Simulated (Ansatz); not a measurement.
# SiH4 (singlet): the correlation ladder at distance H1–H2 along a hydrogen transfer = 0.745 Å, cc-pVTZ

One table from this session's results is given with a row withheld; the runs are named, their logs left out.

The runs use Ansatz 0.2.0, Gaussian basis; cc-pVTZ, core rule «outside noble gas», up to 5 orbitals frozen.

Plan: UHF; CCSD(T) on RHF; CCSD(T) on UHF; BCCD(T) on RHF; CISD; CCSDT(Q) on RHF; CASSCF and NEVPT2, 8 electrons in 8 orbitals.

8 further runs of the same task are left out: 1 for a mislabelled method, 6 that didn't finish, 1 set aside as unsound or not needed.

## The system

The geometry derives from fragments relaxed apart (PBE0/def2-TZVP) and kept rigid, so it is no stationary point. A hydrogen atom is moved between rigid fragments.

5 atoms, charge 0, spin multiplicity 1.

Atoms are counted from 1 here; the program's logs count them from 0.

Bond lengths: H1–H2 0.745 Å, Si3–H4 1.526 Å, Si3–H5 1.526 Å. Angles: H4–Si3–H5 91.2°.

Set-up of the first run:

in.yaml

```yaml
crystal:
  periodic: [false, false, false]
  atoms:
    - {symbol: H, position_ang: [-2.717925, 0.054876, 0.000000]}
    - {symbol: H, position_ang: [-1.972925, 0.054876, 0.000000]}
    - {symbol: Si, position_ang: [0.116075, 0.054876, 0.000000]}
    - {symbol: H, position_ang: [0.728255, -0.819409, 1.090012]}
    - {symbol: H, position_ang: [0.728255, -0.819409, -1.090012]}
basis:
  gaussian: {orbitals: cc-pVTZ}
magnetization: {spin_polarized: true, initial_magnetization: 0}
hamiltonian: {xc: hf}
output: {orbitals: {seedname: orbitals}}
```

Command:

```bash
> ansatz run in.yaml --threads 1 --pin off --events-out ev --progress --plain --max-ram 2393MiB
```

Among the steps run: UHF; CCSD(T) on RHF; CCSD(T) on UHF; BCCD(T) on RHF; CISD; CCSDT(Q) on RHF; CASSCF and NEVPT2, 8 electrons in 8 orbitals.

One of the session's tables, all rows but one given; the rest of the session is left out.

```
        method  from RCCSDT(Q) (meV)
           RHF               +5086.2
           UHF               +5003.9
          RMP2               +1083.3
          UMP2               +1260.5
          CISD                +469.5
         RCCSD                +155.7
         UCCSD                +171.4
      RCCSD(T)                 +30.2
      UCCSD(T)                 +39.5
       BCCD(T)                 +29.9
        RCCSDT                     ?
     RCCSDT(Q)                     0
CASSCF valence               +3204.0
NEVPT2 valence                +986.3
```

**Question.** Estimate the row for RCCSDT.

The run gave: from RCCSDT(Q) (meV): +5.2. In the column «from RCCSDT(Q) (meV)» it lies between RCCSDT(Q) (0) and BCCD(T) (+29.9).

Caveats from the session: Warnings: restricted reference is unstable; spin contamination. Restricted and unrestricted rows rest on different reference determinants; where their highest levels disagree by more than a few hundredths of an eV, they describe different states and don't form one ladder.
